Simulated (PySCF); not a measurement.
Electron affinity of S by level of theory

S⁻ [Ne] 3s2 3p5 (2P) → S [Ne] 3s2 3p4 (3P), as a difference of total energies. Computed with PySCF 2.14 in aug-cc-pCVTZ-DK (8s7p5d3f, 75 functions), with scalar relativity by spin-free X2C-1e. Correlated levels: valence: [Ne] frozen; valence and next inner shell: 1s2 frozen; nothing frozen. The calculations carry no spin-orbit coupling.

```tsv
method	electron affinity (eV)	error (eV)
UHF	0.873	-1.204
LDA	2.385	+0.308
PBE	2.154	+0.077
PBE0	2.054	-0.023
r2SCAN	2.108	+0.031
BLYP	2.117	+0.040
HSE06	2.053	-0.024
r2SCAN0	2.035	-0.042
MN15	2.109	+0.032
MP2 (valence)	1.924	-0.153
SCS-MP2 (valence)	1.921	-0.156
MP2 (valence and next inner shell)	1.925	-0.152
SCS-MP2 (valence and next inner shell)	1.921	-0.156
MP2 (all electrons)	1.926	-0.151
SCS-MP2 (all electrons)	1.922	-0.155
```

Reference: 2.077 eV (measured; photodetachment measurements, as compiled on the Wikipedia data page of electron affinities).

Errors of the correlated levels include the incompleteness of this basis and the frozen core.

In the anion the highest occupied orbital energy is positive at LDA, PBE, PBE0, r2SCAN, BLYP, HSE06, r2SCAN0, a self-interaction effect; the basis confines that electron, and the energy difference can still be sensible.
